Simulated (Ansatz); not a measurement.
Structure optimisation: tin, alpha-Sn (diamond)

The calculation used DFT, PBE, plane waves (420 eV) with PAW, scalar-relativistic (Ansatz 0.2.0).

k-point mesh 9×9×9, Fermi-Dirac smearing 0.1 eV, no spin polarisation. Cell and atoms relax.

Starting structure:

```yaml
crystal:
  lattice:
    - [0.0, 3.2456, 3.2456]
    - [3.2456, 0.0, 3.2456]
    - [3.2456, 3.2456, 0.0]
  atoms:
    - { symbol: Sn, position: [0.5, 0.5, 0.5] }
    - { symbol: Sn, position: [0.75, 0.75, 0.75] }
hamiltonian:
  xc: pbe
  pseudopotentials:
    kind: paw
    azcp:
      Sn: "pseudopotentials/Sn.paw.azcp"
basis:
  ecutwfc: 420
  fft_grid_basis: typed
kpoints:
  mp_grid: { grid: [9, 9, 9], shift: [0, 0, 0] }
magnetization:
  spin_polarized: false
scf:
  occupations: { method: fermi_dirac, width: 0.1 }
relax:
  max_steps: 60
  f_tol: 0.01
  cell: {}
```

What cell does the relaxation end in?

Fd-3m with a = 6.658 Å; 36.89 Å³ per atom against 34.19 at the start (7.9 %).

How much energy does the relaxation gain?

25.5 meV per atom.
